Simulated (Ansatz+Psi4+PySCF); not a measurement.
Values are calculated unless marked as measured or tabulated.
A run of PySCF 2.14.0 on doublet C2H5 at this shape:

```xyz
7

C    -0.2566   -0.8266    0.0003
C    -0.2434    0.6731   -0.0064
H     0.7665   -1.2266   -0.0064
H    -0.7576   -1.2212    0.8768
H    -0.7601   -1.2040   -0.8826
H    -0.1652    1.2230   -0.9326
H    -0.1757    1.2268    0.9161
```

Its results:

```json
{"Converged": "yes", "Reference energy": "-78.62804 hartree", "Correlation energy": "-0.33038 hartree", "Total energy": "-78.95842 hartree", "Spin squared of the determinant": "0.763"}
```

Messages of the program:
```
WARN: HOMO -0.0969919087005753 >= LUMO -0.0969919087005753
WARN: HOMO -0.0969919087005753 >= LUMO -0.0969919087005753
```

Q: Which input gives this output? Name the method, the orbitals and the basis set, and write the input.

A: UHF-MP2 in cc-pVTZ.

```python
from pyscf import gto, scf, mp

mol = gto.M(atom="""
C -0.256630 -0.826610 0.000290
C -0.243360 0.673060 -0.006370
H 0.766510 -1.226580 -0.006370
H -0.757590 -1.221230 0.876770
H -0.760130 -1.203990 -0.882570
H -0.165200 1.222970 -0.932560
H -0.175670 1.226830 0.916120
""", basis='cc-pvtz', charge=0, spin=1)
mf = scf.UHF(mol)
mf.kernel()
pt = mp.MP2(mf, frozen=2).run()
print(mf.e_tot, pt.e_corr, pt.e_tot)
```
